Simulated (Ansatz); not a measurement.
# N2 (quintet): from Hartree-Fock to the top rungs, cc-pVTZ

An exercise on one series of results from a longer session: the logs are not shown, and one member is left open.

Program: Ansatz 0.2.0, Gaussian basis. Level of theory: cc-pVTZ, core rule «outside noble gas», up to 2 orbitals frozen. These are calculated values, not measurements.

The runs, in order: UHF; CCSD(T) on ROHF; CCSD(T) on UHF; BCCD(T) on ROHF; CISD as a restricted active space (open shells left free, so some higher excitations enter); CCSDT(Q) on ROHF; CCSDT(Q) on UHF; CASSCF and MRCISD+Q, 10 electrons in 8 orbitals; CASSCF and NEVPT2, 10 electrons in 8 orbitals.

19 further runs of the same task are left out: 8 that didn't finish, 11 set aside as unsound or not needed. Runs told in other sessions of the task aren't counted.

**What is computed**

The geometry is a PBE0/def2-TZVP stationary point (not a proven minimum) of the parent state, kept for this charge and spin.

2 atoms, charge 0, spin multiplicity 5.

Atoms are counted from 1 here; the program's logs count them from 0.

Bond lengths: N1–N2 1.266 Å.

The first run:

The input, in.yaml:

```yaml
crystal:
  periodic: [false, false, false]
  atoms:
    - {symbol: N, position_ang: [0.000000, 0.000000, 0.000000]}
    - {symbol: N, position_ang: [0.000000, 0.000000, 1.266308]}
basis:
  gaussian: {orbitals: cc-pVTZ}
magnetization: {spin_polarized: true, initial_magnetization: 4}
hamiltonian: {xc: hf}
output: {orbitals: {seedname: orbitals}}
```

On the command line:

```bash
> ansatz run in.yaml --threads 1 --pin off --events-out ev --progress --plain --max-ram 2393MiB
```

Steps of the session up to this table: UHF; CCSD(T) on ROHF; CCSD(T) on UHF; BCCD(T) on ROHF; CISD as a restricted active space (open shells left free, so some higher excitations enter); CCSDT(Q) on ROHF; CCSDT(Q) on UHF; CASSCF and MRCISD+Q, 10 electrons in 8 orbitals; CASSCF and NEVPT2, 10 electrons in 8 orbitals.

One table of the session follows, with a row left open; its other results are not shown here.

| method | from UCCSDT(Q) (meV) |
| --- | --- |
| ROHF | +7809.8 |
| UHF | +7379.2 |
| RMP2 | +1015.4 |
| UMP2 | +1059.7 |
| CISD | +539.4 |
| RCCSD | +228.5 |
| UCCSD | +216.4 |
| RCCSD(T) | ? |
| UCCSD(T) | +26.7 |
| BCCD(T) | +31.6 |
| RCCSDT | +10.9 |
| UCCSDT | +5.4 |
| RCCSDT(Q) | +5.4 |
| UCCSDT(Q) | 0 |
| CASSCF valence | +6957.1 |
| NEVPT2 valence | +1146.4 |
| MRCISD valence | +479.2 |
| MRCISD+Q valence | +62.8 |

Q: Estimate the row for RCCSD(T) from the others.

The run gave: from UCCSDT(Q) (meV): +31.7. In the column «from UCCSDT(Q) (meV)» it lies between BCCD(T) (+31.6) and MRCISD+Q valence (+62.8).

Caveats from the session: Restricted and unrestricted rows rest on different reference determinants; a gap between their highest levels can come from leftover correlation error, from unlike frozen cores or from another state.
